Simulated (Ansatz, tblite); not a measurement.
Cost and result up the ladder for BH₂Cl (4 atoms). The state is a singlet with charge 0. Geometry: PBE0-D4/def2-TZVP.

```xyz
4

B    -0.078    0.123    0.046
H    -0.914    0.560   -0.680
H     0.185    0.592    1.108
Cl    0.807   -1.275   -0.473
```

Ansatz on 4 threads of Arm Neoverse V1 on a shared host; xTB runs through tblite on one thread. Times are rough, summed over both states, and most runs start from the orbitals of an earlier one. CCSD(T)/def2-TZVPP serves as the yardstick here, not as an exact answer. The other state is a doublet.

The xTB rows come from tblite. Correlated methods freeze 6 core orbitals. In CCSD on the charge 1 doublet the largest single amplitude is 0.19, so its Hartree–Fock determinant may place the open shell otherwise than the density functionals do.

Correlated methods converge slowly with the basis.

Raw xTB energies of ions are shifted by several eV.

```json
{"level": "GFN1-xTB", "functions": "17", "wall time": "0.004 s", "vertical IE (eV)": "15.50", "difference from CCSD(T)/def2-TZVPP (eV)": "4.00"}
{"level": "GFN2-xTB", "functions": "15", "wall time": "0.004 s", "vertical IE (eV)": "14.94", "difference from CCSD(T)/def2-TZVPP (eV)": "3.44"}
{"level": "PBE-D4/def2-TZVP", "functions": "80", "wall time": "0.85 s", "vertical IE (eV)": "11.06", "difference from CCSD(T)/def2-TZVPP (eV)": "-0.45"}
{"level": "PBE0-D4/def2-TZVP", "functions": "80", "wall time": "1 s", "vertical IE (eV)": "11.31", "difference from CCSD(T)/def2-TZVPP (eV)": "-0.19"}
{"level": "r2SCAN-D4/def2-TZVP", "functions": "80", "wall time": "1.9 s", "vertical IE (eV)": "11.18", "difference from CCSD(T)/def2-TZVPP (eV)": "-0.32"}
{"level": "CCSD(T)/def2-TZVPP", "functions": "101", "wall time": "2.5 s", "vertical IE (eV)": "11.50", "difference from CCSD(T)/def2-TZVPP (eV)": "0.00"}
```
